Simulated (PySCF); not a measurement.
Species: cyanoacetylene, C3HN.
SMILES: `C#CC#N`

Method: PySCF 2.14.0, BHandHLYP/def2-TZVP geometry optimisation, gas phase.

Take the most abundant isotopes and a rigid rotor. 

Task: What are the moment of inertia and the rotational constant?

Result: I = 108.756 u·Å², B = 505379 MHz·u·Å²/I = 4647 MHz (0.1550 cm⁻¹, or 0.223 K as hB/k).

Task: List the first levels of a rigid rotor in a Σ state.

Result: E(J) = BJ(J+1): J = 1: 0.310, J = 2: 0.930, J = 3: 1.860, J = 4: 3.100, J = 5: 4.650, J = 6: 6.510 cm⁻¹.

Task: Where do the first rotational lines fall?

Result: The dipole is 3.95 D; J+1 ← J lies at 2B(J+1): 1 ← 0 at 9.29 GHz, 2 ← 1 at 18.59 GHz, 3 ← 2 at 27.88 GHz, 4 ← 3 at 37.18 GHz, 5 ← 4 at 46.47 GHz, 6 ← 5 at 55.76 GHz.

Task: Estimate the classical rotational partition function at 25 K, 100 K and 298.15 K.

Result: Point group C∞v, symmetry number σ = 1; q = kT/(σhB), k/h = 20836.6 MHz/K: 112 at 25 K, 448 at 100 K, 1340 at 298.15 K.

No frequency check. Zero-point vibration and centrifugal distortion are left out.
